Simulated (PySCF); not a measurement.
**Bond curve of CO⁺**

Set-up: basis C def2-TZVPPD, O def2-TZVPPD; no relativity; PySCF 2.14. Energies in eV from C⁺ + O in their ground configurations at the same level. State: ²Π (doublet), unpaired electrons π ↑.

All columns are PBE0. A positive dipole points towards O; it is taken about the centre of mass and depends on that origin.

| R (Å) | E (eV) | μ (D) | Mulliken charge on C (basis-dependent) | HOMO (eV) | LUMO (eV) | Mayer bond order | ⟨S²⟩ |
| --- | --- | --- | --- | --- | --- | --- | --- |
| 1.068 | -4.617 | 0.08 | 0.49 | -20.64 | -21.39 | 1.95 | 0.75 |
| 1.118 | -5.435 | -0.12 | 0.54 | -20.74 | -20.70 | 1.84 | 0.75 |
| 1.167 | -5.887 | -0.34 | 0.59 | -20.83 | -20.06 | 1.75 | 0.75 |
| 1.205 | -6.047 | -0.50 | 0.62 | -20.90 | -19.60 | 1.70 | 0.75 |
| 1.242 | -6.092 | -0.67 | 0.65 | -20.95 | -19.17 | 1.66 | 0.75 |
| 1.279 | -6.047 | -0.85 | 0.66 | -20.99 | -18.75 | 1.63 | 0.75 |
| 1.329 | -5.884 | -1.08 | 0.68 | -21.02 | -18.23 | 1.61 | 0.76 |
| 1.391 | -5.564 | -1.37 | 0.70 | -21.01 | -17.64 | 1.60 | 0.76 |
| 1.466 | -5.077 | -1.72 | 0.72 | -20.93 | -17.00 | 1.59 | 0.76 |
| 1.565 | -4.350 | -2.14 | 0.75 | -20.23 | -16.30 | 1.58 | 0.79 |

A fit through these points gives, at Re = 1.240 Å, μ = -0.67 D and dμ/dR = -4.61 D/Å; the reduced mass is 6.856 u.

Problem. How strong is the fundamental in the double-harmonic approximation, I = 42.26·(dμ/dR)²/μred km/mol?

Solution. I = 42.26·(-4.61)²/6.856 = 131 km/mol at PBE0.

For an ion De counts to the pair picked by the measured ionisation energies or electron affinities, which need not be the lowest pair at this level. The state is the lowest determinant that a PBE0 search found; another state may lie lower at other levels.

At some distances an empty level lies below a filled one, because the occupation is held.
